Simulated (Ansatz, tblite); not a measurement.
# AlCl2F: a ladder of methods and basis sets

How do method and basis change the picture of AlCl2F (singlet)?

Program: Ansatz 0.2.0, Gaussian basis. Level of theory: as each input shows. These are calculated values, not measurements.

Levels to be run: GFN1-xTB, GFN2-xTB, PBE-D4/def2-TZVP, r2SCAN-D4/def2-TZVP, B97M-V/def2-TZVP, BLYP-D4/def2-TZVP, revPBE-D4/def2-TZVP, LC-ωPBE/def2-TZVP, B2PLYP/def2-TZVP, HSE06-D4/def2-TZVP, PBE-QIDH/def2-TZVP, PBE+5HF/def2-TZVP, PBE+10HF/def2-TZVP, PBE+15HF/def2-TZVP, PBE+35HF/def2-TZVP, PBE+50HF/def2-TZVP, PBE-D4/def2-SVP, PBE0-D4/def2-SVP, HF/STO-3G, CCSD(T)/def2-TZVPP, MP2/def2-TZVP, RPA/def2-TZVP.

## Step 1: The structure

The geometry is that of the singlet, from an earlier relaxation (r2SCAN-D4/def2-TZVP).

4 atoms, charge 0, spin multiplicity 1.

Bond lengths: Al1–Cl2 2.067 Å, Al1–Cl3 2.067 Å, Al1–F4 1.634 Å. Angles: Cl2–Al1–Cl3 121.8°, Cl2–Al1–F4 119.1°, Cl3–Al1–F4 119.1°.

PBE0-D4/def2-TZVP was run before; its log isn't repeated, and its numbers join the tables.

## Step 2: GFN1-xTB

Tight binding, by tblite at 300 K electronic temperature and without a spin-polarisation term:

```python
tblite.interface.Calculator('GFN1-xTB', numbers, positions, charge=0, uhf=0).singlepoint()
```

Energy -412.2648 eV, HOMO -13.24 eV, LUMO -8.23 eV; 0.004 s.

## Step 3: GFN2-xTB

Tight binding, by tblite at 300 K electronic temperature and without a spin-polarisation term:

```python
tblite.interface.Calculator('GFN2-xTB', numbers, positions, charge=0, uhf=0).singlepoint()
```

Energy -411.4228 eV, HOMO -12.37 eV, LUMO -7.98 eV; 0.004 s.

## Step 4: PBE-D4/def2-TZVP

start.molden holds the orbitals of an earlier run on this state, given as this run's starting guess.

The input, in.yaml:

```yaml
crystal:
  periodic: [false, false, false]
  atoms:
    - {symbol: Al, position_ang: [-0.048247, -0.080865, 0.000329]}
    - {symbol: Cl, position_ang: [2.017479, -0.142419, 0.014066]}
    - {symbol: Cl, position_ang: [-1.083588, 1.707710, -0.016360]}
    - {symbol: F, position_ang: [-0.885644, -1.484427, 0.001965]}
basis:
  gaussian: {orbitals: def2-TZVP, initial_orbitals: start.molden}
hamiltonian: {xc: pbe, dispersion: d4}
scf: {omitted_lower_state_checks: [starts]}
output: {orbitals: {seedname: orbitals}}
```

Started as:

```
> ansatz run in.yaml --threads 4 --pin off --events-out ev --progress --plain --max-ram 3916MiB
```

The runs that follow: r2SCAN-D4/def2-TZVP; B97M-V/def2-TZVP; BLYP-D4/def2-TZVP; revPBE-D4/def2-TZVP; LC-ωPBE/def2-TZVP; B2PLYP/def2-TZVP; HSE06-D4/def2-TZVP; PBE-QIDH/def2-TZVP; PBE+5HF/def2-TZVP; PBE+10HF/def2-TZVP; PBE+15HF/def2-TZVP; PBE+35HF/def2-TZVP; PBE+50HF/def2-TZVP; PBE-D4/def2-SVP; PBE0-D4/def2-SVP; HF/STO-3G; CCSD(T)/def2-TZVPP; MP2/def2-TZVP; RPA/def2-TZVP.

Before running them: what should the planned runs give, taken together? Wanted: gap in def2-TZVP, named functionals, smallest and largest; gap over the share of exact exchange; correlation energy, CCSD(T)/def2-TZVPP; correlation energy, MP2/def2-TZVP; binding an atom, CCSD(T)/def2-TZVPP; PBE0 total energy, smallest basis above largest.

The runs gave:

| quantity | value |
| --- | --- |
| gap in def2-TZVP, named functionals, smallest and largest | 5.87 eV (BLYP-D4), 13.38 eV (LC-ωPBE) |
| gap over the share of exact exchange | 6.00 eV at 0, 10.63 eV at 0.5 |
| correlation energy, CCSD(T)/def2-TZVPP | -20.42 eV |
| correlation energy, MP2/def2-TZVP | -18.62 eV |
| binding an atom, CCSD(T)/def2-TZVPP | 3.664 eV |
| PBE0 total energy, smallest basis above largest | 14.49 eV (def2-SVP, def2-TZVP) |

Orbital gaps of the named functionals in def2-TZVP span 5.87 eV (BLYP-D4) to 13.38 eV (LC-ωPBE); exact exchange widens it. Raising the share of exact exchange from 0 to 0.5 moves the HOMO by -2.92 eV and the LUMO by +1.71 eV. A small miss in a minimal or small basis is a cancelling of errors, not accuracy. The functionals in def2-TZVP miss CCSD(T)/def2-TZVPP by +0.006 (revPBE-D4) to +0.165 eV (B97M-V) an atom. The reference is CCSD(T) in one finite basis, so it carries an error of its own, often a tenth of an eV or more, and near misses can't be ranked.
